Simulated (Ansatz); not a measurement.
# CH₅ (doublet): from Hartree-Fock to the top rungs at distance C1–H5 along a hydrogen transfer = 1.459 Å, cc-pVTZ

The task here is to estimate one member of a computed series from the others.

Computed with Ansatz 0.2.0, Gaussian basis. Level: cc-pVTZ, core rule «outside noble gas», up to 1 orbitals frozen.

To be run: UHF; CCSD(T) on ROHF; CCSD(T) on UHF; BCCD(T) on ROHF; CCSDT(Q) on ROHF; CCSDT(Q) on UHF; CASSCF and NEVPT2, 3 electrons in 3 orbitals; CASSCF and NEVPT2, 9 electrons in 9 orbitals.

## What is computed

The geometry derives from fragments relaxed apart (PBE0/def2-TZVP) and kept rigid, so it is no stationary point. A hydrogen atom is moved between rigid fragments.

6 atoms, charge 0, spin multiplicity 2.

Atoms are counted from 1 here; the program's logs count them from 0.

Bond lengths: C1–H2 1.090 Å, C1–H3 1.090 Å, C1–H4 1.090 Å. Angles: H2–C1–H3 109.5°, H2–C1–H4 109.5°, H3–C1–H4 109.5°.

Set-up of the first run:

Input file in.yaml:

```yaml
crystal:
  periodic: [false, false, false]
  atoms:
    - {symbol: C, position_ang: [-0.160875, 0.000000, 0.000000]}
    - {symbol: H, position_ang: [-0.524081, 1.027301, 0.000000]}
    - {symbol: H, position_ang: [-0.524081, -0.513650, 0.889668]}
    - {symbol: H, position_ang: [-0.524081, -0.513650, -0.889669]}
    - {symbol: H, position_ang: [1.298125, 0.000000, 0.000000]}
    - {symbol: H, position_ang: [2.191125, 0.000000, 0.000000]}
basis:
  gaussian: {orbitals: cc-pVTZ}
magnetization: {spin_polarized: true, initial_magnetization: 1}
hamiltonian: {xc: hf}
output: {orbitals: {seedname: orbitals}}
```

Run with:

```sh
$ ansatz run in.yaml --threads 1 --pin off --events-out ev --progress --plain --max-ram 4096MiB --backend cpu
```

Among the steps run: UHF; CCSD(T) on ROHF; CCSD(T) on UHF; BCCD(T) on ROHF; CCSDT(Q) on ROHF; CCSDT(Q) on UHF; CASSCF and NEVPT2, 3 electrons in 3 orbitals; CASSCF and NEVPT2, 9 electrons in 9 orbitals.

One of the session's tables, all rows but one given; the rest of the session is left out.

| method | from UCCSDT(Q) (meV) |
| --- | --- |
| ROHF | +6769.7 |
| UHF | +6482.3 |
| RMP2 | +932.0 |
| UMP2 | +966.0 |
| RCCSD | +210.1 |
| UCCSD | +204.7 |
| RCCSD(T) | +21.4 |
| UCCSD(T) | +22.6 |
| BCCD(T) | +20.8 |
| RCCSDT | +5.8 |
| UCCSDT | +5.2 |
| RCCSDT(Q) | +0.7 |
| UCCSDT(Q) | 0 |
| CASSCF pair | +6026.6 |
| NEVPT2 pair | ? |
| CASSCF valence | +4236.7 |
| NEVPT2 valence | +957.2 |

**Question.** Estimate the row for NEVPT2 pair.

As computed: from UCCSDT(Q) (meV): +873.3. In the column «from UCCSDT(Q) (meV)» it lies between RCCSD (+210.1) and RMP2 (+932.0).

Caveats from the session: Restricted and unrestricted rows rest on different reference determinants; where their highest levels disagree by more than a few hundredths of an eV, they describe different states and don't form one ladder.
